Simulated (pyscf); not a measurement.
Routes from O=Sn(OH)–OH + H•

Candidate steps break at most two bonds and form at most two. Each was searched with GFN2-xTB (tblite) first. Optimised with ωB97X-D3(BJ)/def2-SVP in PySCF. Energies: ωB97M-D3(BJ)/def2-TZVP, kJ/mol, from the separated reactants, doublet surface; ΔG‡ with ideal gas, 1 atm, RRHO with modes under 100 cm⁻¹ raised to 100, one conformer, R ln 2 for chiral ones without a mode under 150 cm⁻¹.

```tsv
products	type	ΔE‡	ΔE	ΔG‡ 298 K	ΔG‡ 900 K	ν‡ (cm⁻¹)
[O=Sn–OH]• + H₂O	substitution at O	33.8	-215.2	58.1	111.6	1440i
•O–Sn(=O)–OH + H₂	hydrogen abstraction	84.9	+67.0	101.7	156.5	955i
```

Row 1: On the product side the descent ends in a complex (not fully relaxed), 25.6 kJ/mol under the separated species and 267.2 kJ/mol under the saddle at ωB97X-D3(BJ)/def2-TZVP. 

Plain bond fissions and candidates not yet searched are not listed, and one of them may be faster. Each barrier is that of the saddle found; lower ones may exist. Elements past Kr carry the def2 core potentials, without spin-orbit coupling.
